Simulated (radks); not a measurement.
**S²⁺ in [Ne] 3s1.5 3p2 3d0.5: an all-electron calculation**

One table from this session's results is given with a row withheld; the runs are named, their logs left out.

Program: radks (a radial shooting solver on a logarithmic mesh, Libxc functionals) version 1. Level of theory: Dirac Kohn-Sham, PBEsol, spin-unpolarised, spherical densities, point nucleus; open shells fill j = l - 1/2 first. These are calculated values, not measurements, unless marked.

## Starting point

- element: sulfur (Z = 16)
- charge: +2
- electrons: 14
- configuration: [Ne] 3s1.5 3p2 3d0.5

Set-up of the first run:

The run's settings:

```text
Z 16
configuration [Ne] 3s1.5 3p2 3d0.5
relativity Dirac
functional pbe_sol,pbe_sol
spin unpolarised
j_filling energy
nucleus point
c 137.035999084
```

Started as:

```console
python run_ks.py task.json out
```

This one command runs every case of the session in turn.

One table of the session follows, with a row left open; its other results are not shown here.

It belongs to the step «Shells». Radial moments (bohr):

```
level      <r>  outermost maximum (interpolated)  90 % within  nodes
1s1/2  0.09697                            0.0634        0.173      0
2s1/2   0.4787                             0.388        0.750      1
2p1/2   0.4400                             0.324        0.733      0
2p3/2   0.4423                             0.326        0.736      0
3s1/2        ?                                 ?            ?      ?
3p1/2    1.744                              1.48         2.65      1
3p3/2    1.749                              1.49         2.66      1
3d3/2    2.320                              1.82         3.73      0
3d5/2    2.321                              1.83         3.73      0
```

**Question.** Estimate the row for 3s1/2.

As computed: <r>: 1.568; outermost maximum (interpolated): 1.36; 90 % within: 2.34; nodes: 2. In the column «<r>» it lies between 2s1/2 (0.4787) and 3p1/2 (1.744).
